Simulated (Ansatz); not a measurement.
**hcp Y**

Calculation: r²SCAN+rVV10 (Ansatz, a quantum-chemistry and plane-wave program, plane waves, PAW).

Settings: plane-wave cutoff 560 eV, 18×18×10 k mesh (along the axes of the cell as run), Fermi–Dirac smearing 0.05 eV, scalar-relativistic PAW data made under PBE.

Cell: relaxed at this level.

```yaml
volume_per_atom: 33.04 Å³/atom
bulk modulus B0: 41.3 GPa
equilibrium_lattice_constant_a: 3.667 Å
lattice_parameter_c: 5.671 Å
band_gap: none
pressure derivative B′ of the bulk modulus: 3.1
```

Measured, for comparison: bulk modulus 41.7 GPa (zero-point energy and finite temperature contributions removed, our sources range from 37.3 to 41.7; as tabulated in doi:10.1021/acs.jctc.3c00612); lattice constant a 3.648 Å, lattice parameter c 5.732 Å (293 K, no zero-point or thermal correction; as tabulated in Wikipedia's data pages). Computed (rounded) less measured: bulk modulus -1.0 % (inside the range of the sources held), lattice constant a +0.5 %, lattice parameter c -1.1 %. A static lattice is as a rule a little smaller and stiffer than an uncorrected measurement, which narrows the difference in the lattice parameter c and would widen misses of the other sign.

Note: the bulk modulus comes from volumes at which shape and atoms were relaxed.

Spin–orbit coupling is not included.

The computed numbers hold no vibrational or temperature effects.
